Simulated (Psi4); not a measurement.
Pair of molecules: CH4O (SMILES CO) (first 6 atoms) with CH5N (SMILES CN); geometry from S66by8 set.
(charge 0, multiplicity 1):
```json
[
 {"atom": "O", "x (Å)": "-1.9824", "y (Å)": "0.7424", "z (Å)": "-0.0017"},
 {"atom": "H", "x (Å)": "-1.0099", "y (Å)": "0.7683", "z (Å)": "-0.0068"},
 {"atom": "C", "x (Å)": "-2.3522", "y (Å)": "-0.6174", "z (Å)": "-0.0065"},
 {"atom": "H", "x (Å)": "-3.4384", "y (Å)": "-0.6666", "z (Å)": "-0.0022"},
 {"atom": "H", "x (Å)": "-1.9989", "y (Å)": "-1.1481", "z (Å)": "-0.8959"},
 {"atom": "H", "x (Å)": "-1.9916", "y (Å)": "-1.1563", "z (Å)": "0.8750"},
 {"atom": "N", "x (Å)": "1.9396", "y (Å)": "0.6035", "z (Å)": "-0.0139"},
 {"atom": "H", "x (Å)": "2.3103", "y (Å)": "1.1113", "z (Å)": "0.7792"},
 {"atom": "H", "x (Å)": "2.3104", "y (Å)": "1.0678", "z (Å)": "-0.8332"},
 {"atom": "C", "x (Å)": "2.4174", "y (Å)": "-0.7825", "z (Å)": "0.0236"},
 {"atom": "H", "x (Å)": "2.0255", "y (Å)": "-1.3166", "z (Å)": "-0.8386"},
 {"atom": "H", "x (Å)": "3.5041", "y (Å)": "-0.8893", "z (Å)": "0.0266"},
 {"atom": "H", "x (Å)": "2.0253", "y (Å)": "-1.2693", "z (Å)": "0.9132"}
]
```

Method: Psi4 with SAPT0/jun-cc-pV(D+d)Z.

Problem. Give the four SAPT terms and the total, and say what mostly holds the pair together.

Solution. electrostatics -12.9, exchange 2.0, induction -1.4, dispersion -2.1, total -14.3 kJ/mol; the largest attraction is electrostatics.
